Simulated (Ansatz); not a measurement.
Bond stretch in Li2, singlet.

Computed with full CI/aug-cc-pVTZ, frozen core (Ansatz, a program for electronic structure).

Task: Relative to R = 2.69 Å, what are the energies at R = 2.45, 3.43, 4.57, 5.42 Å?

Result: 5.5 kJ/mol at 2.45 Å, 23.8 kJ/mol at 3.43 Å, 73.3 kJ/mol at 4.57 Å, 90.5 kJ/mol at 5.42 Å.
